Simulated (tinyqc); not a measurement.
Harmonic frequencies on the unrestricted B3LYP (VWN-RPA form)/sto-6g surface (energies and gradients from PySCF), for H2O+, spin multiplicity 2, step by step. Computed by tinyqc, a small Python program that keeps every step (integrals from PySCF). Settings: charge = 1, multiplicity = 2, basis = sto-6g, functional = b3lyp, delta = 0.01. Command: `OMP_NUM_THREADS=1 python tinyqc.py 29517 29518 out.jsonl` (the two numbers bound the seeds that draw the settings). One thread of a shared host (Intel(R) Xeon(R) Processor @ 2.60GHz), about 20 s of CPU time with the checks.

## One row of the Hessian: 1Oy

optimised positions (bohr):
```
            x          y          z
1O   0.009471   0.008787  -0.014721
2H   0.048873   1.629706   1.190056
3H  -0.098024  -1.585585   1.220895
```

gradient at +delta (hartree/bohr):
```
              x            y            z
1O   0.00023921   0.00525919   0.00004014
2H  -0.00006509  -0.00268653  -0.00201921
3H  -0.00017235  -0.00257432   0.00197247
```

gradient at -delta (hartree/bohr):
```
              x            y            z
1O  -0.00024062  -0.00527544   0.00006382
2H   0.00006436   0.00265481   0.00196643
3H   0.00017742   0.00261825  -0.00203658
```

Displace 1Oy by +/-0.01 bohr; H(k, :) = (g(+) - g(-)) / (2 delta).

row of the Hessian (hartree/bohr^2): 1Ox 0.02399125, 1Oy 0.52673185, 1Oz -0.00118374, 2Hx -0.00647254, 2Hy -0.26706713, 2Hz -0.19928211, 3Hx -0.01748830, 3Hy -0.25962839, 3Hz 0.20045264

## Hessian by finite differences

All rows are made in the same way, and the matrix is symmetrised.

Hessian (symmetrised) (hartree/bohr^2), lower triangle:
```
             1Ox          1Oy          1Oz          2Hx          2Hy         2Hz          3Hx          3Hy
1Ox   0.00146386
1Oy   0.02396414   0.52673185
1Oz  -0.01021155  -0.00119277   0.35865072
2Hx  -0.00028954  -0.00646499  -0.00145547   0.00029604
2Hy  -0.00808843  -0.26708170  -0.14242313   0.00822250   0.28764643
2Hz  -0.00404256  -0.19925227  -0.17603547   0.00313447   0.17049845  0.16222913
3Hx  -0.00113525  -0.01748394   0.01167887  -0.00003619  -0.00013703  0.00091415   0.00116200
3Hy  -0.01588295  -0.25963255   0.14360201  -0.00175150  -0.02057876  0.02877260   0.01762221   0.28020772
3Hz   0.01426871   0.20043843  -0.18261841  -0.00166758  -0.02807743  0.01380531  -0.01261904  -0.17236589

            3Hz
3Hz  0.16881726
```

## Normal modes

masses (u): 1O 15.994915, 2H 1.007825, 3H 1.007825

Diagonalise H_ij / sqrt(m_i m_j); the 6 smallest eigenvalues belong to translations and rotations; wavenumber = sqrt(eigenvalue / 1822.888) x 219474.63; each mode has its largest component positive (the first on a tie); zero-point energy = sum of wavenumbers / 2, with 349.755 1/cm per kcal/mol.

eigenvalues of the mass-weighted Hessian (hartree/(bohr^2 u)): -0.000014  -0.000005  -0.000003  0.000003  0.000010  0.000019  0.092388  0.410906  0.445509

harmonic wavenumbers of the vibrations (1/cm): 1562.5  3295.2  3431.1

mass-weighted modes:
```
        mode 1     mode 2     mode 3
1Ox   0.007553   0.005430  -0.012423
1Oy  -0.002917  -0.002240  -0.271861
1Oz  -0.271755  -0.194825   0.002698
2Hx  -0.033939   0.015403   0.013265
2Hy  -0.405654   0.578530   0.545733
2Hz   0.545317   0.382744   0.405638
3Hx   0.003740  -0.037037   0.036226
3Hy   0.417409  -0.569608   0.537307
3Hz   0.537366   0.393391  -0.416385
```

zero-point energy = 11.849316 kcal/mol
